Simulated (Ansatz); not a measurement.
# C2H3ClFN: up Jacob's ladder to CCSD(T)

Aim: compute C2H3ClFN with functionals from several rungs and with coupled cluster, and see how far each lands from CCSD(T) at the basis-set limit for the atomisation energy.

The runs use Ansatz 0.2.0, Gaussian basis; functionals in def2-TZVPP, the program's frozen cores in correlated methods.

The runs, in order: PBE-D4, r2SCAN-D4, PBE0-D4, B3LYP-D4, ωB97X-V, ωB97M-V, B2PLYP; CCSD(T)/def2-TZVPP; CCSD(T)/def2-QZVPP; extrapolation to the limit.

### Step 1. The relaxed structure

An earlier PBE0-D4/def2-TZVP relaxation fixed the geometry.

SMILES `C/N=C(/F)Cl`, 8 atoms, charge 0, spin multiplicity 1.

Atoms are counted from 1 here; the program's logs count them from 0.

Bond lengths: C1–N2 1.434 Å, C1–H6 1.092 Å, C1–H7 1.092 Å, C1–H8 1.094 Å, N2–C3 1.232 Å, C3–F4 1.319 Å, C3–Cl5 1.735 Å. Angles: N2–C1–H6 108.7°, N2–C1–H7 108.7°, N2–C1–H8 113.8°, H6–C1–H7 107.1°, H6–C1–H8 109.2°, H7–C1–H8 109.2°, C1–N2–C3 123.4°, N2–C3–F4 121.5°, N2–C3–Cl5 128.9°, F4–C3–Cl5 109.6°.

Coordinates:

```xyz
8
C2H3ClFN
C    -0.6753    0.5625   -0.6475
N    -0.4865   -0.5314    0.2604
C     0.5914   -0.7891    0.7973
F     0.7222   -1.8058    1.6274
Cl    2.1124    0.0297    0.6369
H    -1.4599    1.2122   -0.2537
H    -1.0333    0.1680   -1.6009
H     0.2289    1.1541   -0.8199
```

### Step 2. PBE-D4 (GGA)

Contents of in.yaml:

```yaml
crystal:
  periodic: [false, false, false]
  atoms:
    - {symbol: C, position_ang: [-0.675290, 0.562488, -0.647478]}
    - {symbol: N, position_ang: [-0.486529, -0.531388, 0.260379]}
    - {symbol: C, position_ang: [0.591446, -0.789109, 0.797290]}
    - {symbol: F, position_ang: [0.722236, -1.805847, 1.627364]}
    - {symbol: Cl, position_ang: [2.112376, 0.029660, 0.636939]}
    - {symbol: H, position_ang: [-1.459865, 1.212154, -0.253739]}
    - {symbol: H, position_ang: [-1.033289, 0.167963, -1.600882]}
    - {symbol: H, position_ang: [0.228915, 1.154079, -0.819853]}
basis:
  gaussian: {orbitals: def2-TZVPP}
hamiltonian: {xc: pbe, dispersion: d4}
output: {forces: true, orbitals: {seedname: orbitals}}
```

On the command line:

```sh
> ansatz run in.yaml --threads 2 --pin off --events-out ev --progress --plain --max-ram 32768MiB --backend cpu
```

After this run come: r2SCAN-D4 (meta-GGA); PBE0-D4 (hybrid); B3LYP-D4 (hybrid); ωB97X-V (range-separated); ωB97M-V (range-separated); B2PLYP (double hybrid); CCSD(T) in def2-TZVPP; CCSD(T) in def2-QZVPP.

Q: Predict the results of all the runs planned. Wanted: atomisation energy, CCSD(T)/CBS; farthest; mean size of error, hybrid; mean size of error, range-separated; gap, smallest and largest; T1 diagnostic; triples share of the correlation energy.

The runs gave:

| quantity | value |
| --- | --- |
| atomisation energy, CCSD(T)/CBS | 3034.5 kJ/mol |
| functionals within 15.2 kJ/mol (0.5 %) | none; nearest B2PLYP (-16.6 kJ/mol) |
| farthest | PBE-D4 (+164.5 kJ/mol) |
| mean size of error, hybrid | 35.2 kJ/mol |
| mean size of error, range-separated | 28.1 kJ/mol |
| gap, smallest and largest | 5.70 eV (PBE-D4), 13.08 eV (ωB97X-V) |
| T1 diagnostic | 0.0125 |
| triples share of the correlation energy | 4.1 % |

What this shows: PBE-D4 is off by +164.5 kJ/mol, about 23.5 kJ/mol a bond. Double hybrids carry the basis error of their MP2 part in triple zeta, and no dispersion term here, so their miss is partly the set-up's. The reference freezes the cores and leaves out relativity and excitations past (T), so misses under about 15.2 kJ/mol can't be ranked. Hartree-Fock recovers 67 % of the binding; the rest is correlation. Orbital gaps span 5.7 to 13.1 eV; exact exchange widens them.
